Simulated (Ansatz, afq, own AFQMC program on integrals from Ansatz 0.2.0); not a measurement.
# Where AFQMC and coupled cluster stand for BCl$_{3}$, singlet

| atom | x (Å) | y (Å) | z (Å) |
| --- | --- | --- | --- |
| B | 0.0000 | 0.0000 | 0.0000 |
| Cl | 1.7373 | 0.0131 | -0.0001 |
| Cl | -0.8800 | 1.4980 | -0.0026 |
| Cl | -0.8573 | -1.5111 | 0.0027 |

Connectivity, by distances: Cl–B(–Cl)–Cl.

Basis cc-pVDZ. Only valence electrons are correlated. Ansatz 0.2.0 and our own AFQMC program on the same integrals; the CISD trial comes from CCSD amplitudes, and released means the phaseless constraint is let go. Error bars are statistical, one sigma.

Determinant: RHF, the one that the program's search chose, which needn't be the lowest solution. The geometry is a point of a scan.

No full CI on the walks' own integrals is used here; CCSDT(Q) serves as the reference and is uncertain by about the last step of the cluster series.

The T1 diagnostic is 0.0116, the weight of the determinant in the CISD state is 0.818 and the size of the correlated space is 24 electrons in 52 orbitals.

Reference: CCSDT(Q), correlation energy -14.550 eV. The released energy is read at 0.90 1/Eh (meV from the phaseless value at times in 1/Eh: -2 ± 9 at 0.21, -1 ± 8 at 0.42, -4 ± 9 at 0.63, -7 ± 10 at 0.90).

```csv
level,E − E(reference) (mEh),share of correlation (%)
HF,534.69,0.00
MP2,49.28,90.78
CCSD,15.48,97.11
CCSD(T),1.81,99.66
CCSDT,1.06,99.80
ph-AFQMC/HF,-0.49 ± 1.46,100.09
ph-AFQMC/CISD,0.10 ± 0.23,99.98
released AFQMC,-0.18 ± 0.36,100.03
```

A walk keeps the symmetry of its determinant, which the program's search chose and which needn't be the lowest solution, so a lower state of the same spin and another symmetry isn't excluded. Released energies are given only where the last usable release times agree within the noise; a slower fall can still hide under it.
